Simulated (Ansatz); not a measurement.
**1T (CdI2-type) HfS₂**

Calculation: PBE-D3(BJ) in Ansatz (PAW).

Settings: plane-wave cutoff 500 eV, 12×12×8 k mesh (along the axes of the cell as run), Fermi–Dirac smearing 0.05 eV, scalar-relativistic PAW data made under PBE.

Cell: relaxed at this level.

For 1T (CdI2-type) HfS₂, the equilibrium volume per atom comes out as 21.65 Å³/atom and the equilibrium lattice constant a comes out as 3.606 Å. The lattice parameter c comes out as 5.769 Å and the band gap comes out as 0.85 eV (on the SCF k mesh).

Measured, for comparison: band gap 1.8 eV (temperature not stated, no zero-point or thermal correction, fundamental, indirect, our sources range from 1.80 to 1.96; as tabulated in Rybak et al. (2022), arXiv:2210.12074); lattice constant a 3.635 Å (temperature not stated, no zero-point or thermal correction; as tabulated in Björkman (2014), arXiv:1406.2436); lattice parameter c 5.83 Å (temperature not stated, zero-point anharmonic expansion removed (computed with revB86b-DF2); no thermal correction; as tabulated in Björkman (2014), arXiv:1406.2436). Computed (rounded) less measured: lattice constant a -0.8 %, lattice parameter c -1.0 %. A static lattice is as a rule a little smaller and stiffer than an uncorrected measurement, which narrows the difference in the lattice constant a and would widen misses of the other sign.

Spin–orbit coupling is not included.

The result took roughly 2.7 core-minutes.

Ansatz is a quantum-chemistry and plane-wave program.
